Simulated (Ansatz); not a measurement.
System: rock-salt ZrC. Method: HSE06 in Ansatz (plane waves, PAW).

Settings: plane-wave cutoff 460 eV, 10×10×10 k mesh, Fermi–Dirac smearing 0.05 eV, scalar-relativistic PAW data made under PBE.

Results at a series of volumes:

| V (Å³/atom) | E − E_lowest (meV/atom) | P (GPa) |
|---|---|---|
| 12.266 | 24.67 | 13.30 |
| 12.589 | 5.19 | 6.18 |
| 12.789 | 0.00 | 2.17 |
| 13.234 | 5.21 | -5.70 |
| 13.557 | 21.76 | -10.62 |

Task: Estimate the bulk modulus and its pressure derivative from these points.

Result: V0 = 12.904 Å³/atom, B0 = 237 GPa, B′ = 3.9 (fit to the energies at full precision).

Measured, for comparison: bulk modulus 223 GPa (temperature not stated, not corrected to a static lattice, from single-crystal elastic constants, our sources range from 208 to 223; as tabulated in arXiv:1102.4063); equilibrium volume per atom 12.95 Å³/atom (temperature not stated, not corrected to a static lattice; as tabulated in Zhang et al. (2018), doi:10.1088/1367-2630/aac7f0). Computed (rounded) less measured: bulk modulus +6 % (+6 % to +14 % over the range), equilibrium volume per atom -0.4 %. A static lattice is as a rule a little smaller and stiffer than an uncorrected measurement, which narrows the difference in the bulk modulus, equilibrium volume per atom and would widen misses of the other sign.

Ansatz is a quantum-chemistry and plane-wave program.
